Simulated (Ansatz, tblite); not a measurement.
# The cluster PtS₂−: one state, many levels

An exercise on one series of results from a longer session: the logs are not shown, and one member is left open.

Computed with Ansatz 0.2.0, Gaussian basis. Level: as each input shows.

The runs, in order: GFN1-xTB, GFN2-xTB, PBE-D4/def2-TZVPD, r2SCAN-D4/def2-TZVPD, PBE-QIDH/def2-TZVPD, HSE06-D4/def2-TZVPD, B97M-V/def2-TZVPD, revPBE-D4/def2-TZVPD, r2SCANh-D4/def2-TZVPD, PBE-D4/def2-SVPD, PBE0-D4/def2-SVPD, CCSD(T)/def2-TZVPPD, MP2/def2-TZVPD, RPA/def2-TZVPD.

## The relaxed structure

The doublet was relaxed beforehand with PBE0-D4/def2-TZVPD. At that level it is the lowest of the isomers that a small search found.

3 atoms, charge -1, spin multiplicity 2.

Bond lengths: Pt1–S2 2.109 Å, Pt1–S3 2.109 Å. Angles: S2–Pt1–S3 153.8°.

Pt takes a core potential in the def2 sets. No spin-orbit coupling is included. The ion is computed in the gas phase, without counter-ions or solvent.

PBE0-D4/def2-TZVPD was run before; its log isn't repeated, and its numbers join the tables.

Set-up of the first run:

Tight binding, by tblite at 300 K electronic temperature and without a spin-polarisation term:

```python
tblite.interface.Calculator('GFN1-xTB', numbers, positions, charge=-1, uhf=1).singlepoint()
```

Tight binding, by tblite at 300 K electronic temperature and without a spin-polarisation term:

```python
tblite.interface.Calculator('GFN2-xTB', numbers, positions, charge=-1, uhf=1).singlepoint()
```

start.molden holds the orbitals of an earlier run on this state, given as this run's starting guess.

in.yaml reads:

```yaml
crystal:
  periodic: [false, false, false]
  atoms:
    - {symbol: Pt, position_ang: [0.014082, 0.302598, -0.100628]}
    - {symbol: S, position_ang: [1.675746, -0.592209, -1.041491]}
    - {symbol: S, position_ang: [-1.689827, 0.289612, 1.142118]}
basis:
  gaussian: {orbitals: def2-TZVPD, initial_orbitals: start.molden}
total_charge: -1
magnetization: {spin_polarized: true, initial_magnetization: 1}
hamiltonian: {xc: pbe, dispersion: d4}
scf: {omitted_lower_state_checks: [starts]}
output: {orbitals: {seedname: orbitals}}
```

Launch:

```
$ ansatz run in.yaml --threads 4 --pin off --events-out ev --progress --plain --max-ram 3916MiB
```

Among the steps run: PBE-D4/def2-TZVPD; r2SCAN-D4/def2-TZVPD; PBE-QIDH/def2-TZVPD; HSE06-D4/def2-TZVPD; B97M-V/def2-TZVPD; revPBE-D4/def2-TZVPD; r2SCANh-D4/def2-TZVPD; PBE-D4/def2-SVPD; PBE0-D4/def2-SVPD; CCSD(T)/def2-TZVPPD; MP2/def2-TZVPD; RPA/def2-TZVPD.

One table of the session follows, with a row left open; its other results are not shown here.

It belongs to the step «Levels side by side». 

| level | HOMO (eV) | LUMO (eV) | gap (eV) |
| --- | --- | --- | --- |
| PBE-D4/def2-SVPD | -0.22 | 0.00 | 0.22 |
| PBE-D4/def2-TZVPD | -0.18 | 0.06 | 0.24 |
| revPBE-D4/def2-TZVPD | -0.13 | 0.12 | 0.25 |
| r2SCAN-D4/def2-TZVPD | -0.45 | 0.02 | 0.47 |
| B97M-V/def2-TZVPD | -0.44 | 0.08 | 0.53 |
| r2SCANh-D4/def2-TZVPD | ? | ? | ? |
| PBE0-D4/def2-SVPD | -1.48 | 0.63 | 2.11 |
| PBE0-D4/def2-TZVPD | -1.43 | 0.70 | 2.13 |
| HSE06-D4/def2-TZVPD | -1.03 | 0.35 | 1.38 |

**Question.** Estimate the row for r2SCANh-D4/def2-TZVPD.

The run gave: HOMO (eV): -0.93; LUMO (eV): 0.28; gap (eV): 1.21. In the column «HOMO (eV)» it lies between HSE06-D4/def2-TZVPD (-1.03) and r2SCAN-D4/def2-TZVPD (-0.45).

Caveats from the session: Doubts: large T1 diagnostic, spin contamination. Notes on CCSD(T)/def2-TZVPPD: large T1 diagnostic, spin contamination.
